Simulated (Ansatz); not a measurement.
Results of r²SCAN+rVV10 (Ansatz, a program for electronic structure, PAW) for α-quartz (SiO2).

Settings: plane-wave cutoff 560 eV, 12×12×6 k mesh (along the axes of the cell as run), Fermi–Dirac smearing 0.01 eV, scalar-relativistic PAW data made under PBE.

Shape and atoms are relaxed at each volume.

Pressure at four volumes; x = ln(V/12.266 Å³). One pressure is withheld.

```csv
V (Å³/atom),x,P (GPa)
11.775,-0.0409,1.95
12.266,0.0000,0.00
12.511,0.0198,-0.81
12.756,0.0392,?
```

Q: Pass a parabola P(x) through the three rows shown, estimate the bulk modulus and its pressure derivative near zero pressure, and predict the withheld pressure.

A: Slopes between the rows: (0.00 − (1.95))/(0.0000 − (-0.0409)) = -47.68 and (-0.81 − (0.00))/(0.0198 − (0.0000)) = -40.91 GPa. Their difference over the span 0.0607 is c = 6.77/0.0607 = 111.5 GPa, so P(x) = 1.95 + (-47.68)(x − (-0.0409)) + 111.5 (x − (-0.0409))(x − (0.0000)). At the middle row B = −dP/dx = −[-47.68 + 111.5 × 0.0409] = 43.1 GPa, and B′ = dB/dP = 2c/B = 5.2. At x = 0.0392 the parabola gives -1.52 GPa; the run gives -1.49 GPa. The Birch–Murnaghan fit to the energies at all volumes has B0 = 42.7 GPa and B′ = 5.7.

Measured, for comparison: bulk modulus 37.1 ± 0.09 GPa (room temperature, no zero-point or thermal correction, equation of state from high-pressure X-ray diffraction; as tabulated in Angel, Allan, Miletich, Finger, J. Appl. Cryst. 30, 461 (1997)). Computed (rounded) less measured: bulk modulus +15 %.

Note: the bulk modulus comes from volumes at which shape and atoms were relaxed.
